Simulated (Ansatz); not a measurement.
Ladder of methods for the enthalpy of formation of rock-salt NiO

Reference value: -1.224 eV/atom (measured, 0 K, at or extrapolated to 0 K; zero-point energies not removed; as tabulated in Aykol and Wolverton (2014), doi:10.1103/physrevb.90.115105).

Task: Which of these levels comes closest to the reference?
A) LDA (Ansatz (a first-principles code))
B) PBE-D3(BJ) (Ansatz)
C) r²SCAN (Ansatz)
D) PBEsol (Ansatz)

Result: C, r²SCAN (Ansatz)

```csv
level (code),value (eV/atom),difference (eV/atom)
LDA (Ansatz),-0.779,+0.445
PBEsol (Ansatz),-0.641,+0.583
PBE-D3(BJ) (Ansatz),-0.653,+0.571
r²SCAN (Ansatz),-1.167,+0.057
```

Closest of the ranked levels: r²SCAN (+0.057 eV/atom). Farthest off among them: PBEsol (+0.583 eV/atom). Of the ranked levels only r²SCAN lands within 0.3 eV/atom. All 4 levels lie above the reference.

The reference isn't brought to a static lattice, while the calculations are for one, so the differences are not the levels' errors alone. Spin-polarised runs: LDA (opposed moments), PBEsol (opposed moments), PBE-D3(BJ) (opposed moments), r²SCAN (opposed moments). PBE-D3(BJ): a distance lies near a switch of the dispersion term, which can move the cell. Each level is taken at its own relaxed cell. Ansatz's density-functional and Hartree–Fock values are scalar-relativistic unless marked +SOC, with PAW data made under PBE.

Differences are worked out from the printed values.
